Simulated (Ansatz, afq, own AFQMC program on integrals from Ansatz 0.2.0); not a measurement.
Where AFQMC and coupled cluster stand for CH2N⁺, triplet

```yaml
atoms:
  - { symbol: N, position_ang: [0.0000, 0.0000, 0.6600] }
  - { symbol: C, position_ang: [0.0000, 0.0000, -0.5768] }
  - { symbol: H, position_ang: [0.0000, -0.9374, -1.1497] }
  - { symbol: H, position_ang: [0.0000, 0.9373, -1.1497] }
```

Connectivity, by distances: N–CH2.

Basis cc-pVTZ. Noble-gas cores (and the filled d shells of Ga–Kr and In–Xe) are frozen. Ansatz 0.2.0 and our own AFQMC program on the same integrals; the CISD trial comes from CCSD amplitudes, and released means the phaseless constraint is let go. Free AFQMC starts from the CCSD state and is never constrained. Its projection time is finite, and what remains of the start isn't in its error. Error bars are statistical, one sigma.

Determinant: ROHF, the one that the program's search chose, which needn't be the lowest solution. The geometry is a PBE0/def2-TZVP stationary point of this or a neighbouring charge and spin state.

No full CI on the walks' own integrals is used here; CCSDT(Q) serves as the reference and is uncertain by about the last step of the cluster series.

Cautions: another spin lies lower (by 2.36 eV); the released energies are still falling, so no released level is given (meV from the phaseless value at times in 1/Eh: -6 ± 9 at 0.24, -10 ± 7 at 0.51, -22 ± 6 at 0.99, -30 ± 5 at 1.62, -41 ± 16 at 2.40), though the last usable value meets CCSDT(Q) within the noise; the ph-AFQMC/HF walk drifts between its halves (2.1 errors).

- T1 diagnostic: 0.0245
- weight of the determinant in the CISD state: 0.901
- size of the correlated space: 10 electrons in 86 orbitals

Reference: CCSDT(Q), correlation energy -8.191 eV.

```json
{"level": "HF", "E − E(reference) (kcal/mol)": "188.88", "share of correlation (%)": "0.00"}
{"level": "MP2", "E − E(reference) (kcal/mol)": "26.49", "share of correlation (%)": "85.97"}
{"level": "CCSD", "E − E(reference) (kcal/mol)": "6.69", "share of correlation (%)": "96.46"}
{"level": "CCSD(T)", "E − E(reference) (kcal/mol)": "0.85", "share of correlation (%)": "99.55"}
{"level": "CCSDT", "E − E(reference) (kcal/mol)": "0.20", "share of correlation (%)": "99.90"}
{"level": "ph-AFQMC/HF", "E − E(reference) (kcal/mol)": "2.70 ± 0.58", "share of correlation (%)": "98.57"}
{"level": "ph-AFQMC/CISD", "E − E(reference) (kcal/mol)": "0.48 ± 0.11", "share of correlation (%)": "99.75"}
{"level": "free AFQMC", "E − E(reference) (kcal/mol)": "-0.14 ± 0.21", "share of correlation (%)": "100.07"}
```

Free projections are given only where their last times agree within the noise and don't stop above the reference; a slow remainder of the start can still hide under it. A walk keeps the symmetry of its determinant, which the program's search chose and which needn't be the lowest solution, so a lower state of the same spin and another symmetry isn't excluded.
